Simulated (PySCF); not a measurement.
Stepwise substitution at one centre (C Cl-H). Isolated molecules, 0 K electronic values unless said otherwise. Strings in code marks are SMILES. All members: neutral, multiplicity 1. Level: PBE0-D4/def2-TZVP (PySCF). Delta-SCF ions had no search for a lower state.  The removal energy is E(N − 1 electrons) − E(N electrons) at the parent's geometry; ε(HOMO) is measured against the vacuum level.

| species | −ε(HOMO) (eV) | vertical ionisation energy (Delta-SCF) (eV) |
|---|---|---|
| `CCl` | 8.42 | 11.22 |
| `ClCCl` | 8.68 | 11.07 |
| `ClC(Cl)Cl` | 8.85 | withheld |
| `ClC(Cl)(Cl)Cl` | 9.06 | 11.17 |
| `C` | 10.98 | 14.09 |

Problem. Fit vertical ionisation energy (Delta-SCF) = a + b·x to the 4 complete rows by least squares, with x = −ε(HOMO) in eV. Give a, b and the rms residual, and predict the withheld value.

Solution. Means of the 4 rows: x̄ = 9.285, ȳ = 11.887 eV. Σ(x − x̄)² = 4.0379 and Σ(x − x̄)(y − ȳ) = 4.9667, so b = 1.230 and a = ȳ − b·x̄ = 0.466 eV. The rms residual is 0.304 eV. At x = 8.85 the line gives 11.35 eV. The run for `ClC(Cl)Cl` gave 11.09 eV, so the line is off by 0.26 eV, within twice the rms residual.

Codes: PySCF.
